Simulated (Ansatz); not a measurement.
Ansatz (an electronic-structure program) input:
A basis named .json is the Basis Set Exchange file of that set.

Ansatz 0.2 input:
```yaml
crystal:
  periodic: [false, false, false]
  atoms:
    - {symbol: C, position_ang: [-0.16236090, -1.63160929, 0.00472890]}
    - {symbol: C, position_ang: [0.56869988, -0.51929546, -0.00222610]}
    - {symbol: C, position_ang: [-0.00500061, 0.78581138, -0.00177715]}
    - {symbol: H, position_ang: [-1.24346061, -1.60018079, 0.01115878]}
    - {symbol: H, position_ang: [0.31248639, -2.60293919, 0.00410686]}
    - {symbol: H, position_ang: [1.65159121, -0.55725999, -0.00865172]}
    - {symbol: N, position_ang: [-0.44694960, 1.85013432, -0.00156684]}
basis:
  gaussian:
    orbitals: def2-QZVPP.json
hamiltonian:
  xc: {name: PBE0}
```

Task: What final total energy does it print?

Result: -170.69447 Eh (PBE0/def2-QZVPP). The basis has 318 functions.
